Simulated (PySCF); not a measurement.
# SiNH4 (SMILES [NH][SiH3]) at CASSCF(3,5)/6-311+G(d) (density fitting with cc-pvqz-jkfit, Cartesian functions, 4 states averaged)

Aim: the vertical excitations of SiNH4. The job is set up through a Python script.

The results are computed with PySCF 2.14.0.

7 further runs of the same task are left out: 3 that didn't finish, 4 set aside as unsound or not needed.

## (1) The molecule

The species is SiNH4 (6 atoms), meant as a doublet with charge 0. As SMILES, `[NH][SiH3]`. The coordinates come from a PBE0-D4/def2-TZVP relaxation.

Bond lengths: N1–Si2 1.753 Å, N1–H3 1.023 Å, Si2–H4 1.491 Å, Si2–H5 1.491 Å, Si2–H6 1.481 Å. Angles: N1–Si2–H4 110.8°, N1–Si2–H5 109.1°, N1–Si2–H6 109.3°, Si2–N1–H3 111.9°, H4–Si2–H5 108.6°, H4–Si2–H6 109.5°, H5–Si2–H6 109.5°.

## (2) The excited states at CASSCF(3,5)/6-311+G(d) (density fitting with cc-pvqz-jkfit, Cartesian functions, 4 states averaged)

File job.py:

```python
import numpy
from pyscf import gto, scf, mp, mcscf

molecule = gto.Mole()
molecule.atom = '''
N      1.118907    -1.578299     1.718706
Si    -0.384937     0.656869    -0.207870
H      1.743839    -3.100474     0.704301
H     -2.476675    -0.533470    -1.673352
H      1.491939     1.723052    -2.019928
H     -1.413704     2.711379     1.391216
'''
molecule.spin = 1
molecule.charge = 0
molecule.symmetry = True
molecule.verbose = 4
molecule.basis = '6-311+g*'
molecule.max_memory = 1860
molecule.cart = True
molecule.unit = 'bohr'
molecule.build()

calc0 = molecule.ROHF()
calc0 = calc0.density_fit(auxbasis='cc-pvqz-jkfit')
calc0.conv_tol = 1e-06
calc0.max_cycle = 100
calc0.level_shift = 0.2
calc0.diis_space = 12
calc0.kernel()
if not calc0.converged:
    calc0 = calc0.newton().run(calc0.mo_coeff, calc0.mo_occ)

pt = mp.MP2(scf.addons.convert_to_uhf(calc0)).run()
noons, natorbs = mcscf.addons.make_natural_orbitals(pt)
print('natural occupations', numpy.round(noons[:40], 4))
cas = mcscf.CASSCF(calc0, 5, 3)
cas.fix_spin_(ss=0.75)
cas = cas.state_average_([1 / 4] * 4)
cas.kernel(natorbs)
states = list(cas.e_states)
e_tot = states[0]
print('E(%s) = %.9f' % ('CASSCF', e_tot))

roots = (numpy.array(states[1:]) - states[0]) * 27.211386
print('state  energy (Eh)  excitation (eV)')
for i, e in enumerate(states):
    print('%3d %16.8f %9.4f' % (i, e, (e - states[0]) * 27.211386))
```

Started as:

```console
$ OMP_NUM_THREADS=1 python job.py
```

Q: Predict the results. Wanted: energy of the lowest of 4 roots; dipole moment; lowest excitation energy within this active space.

Computed results:

Level: CASSCF(3,5)/6-311+G* (density fitting with cc-pvqz-jkfit, Cartesian functions, 4 states averaged).

| quantity | value |
| --- | --- |
| energy of the lowest of 4 roots | -345.69290 Eh |
| dipole moment (Hartree–Fock density) | 1.75 D |
| lowest excitation energy within this active space | 1.13 eV |

**Reading.** The orbitals are averaged over several states, so each root lies above its own optimum (it can stand above Hartree-Fock), and forces and dipoles share that bias.
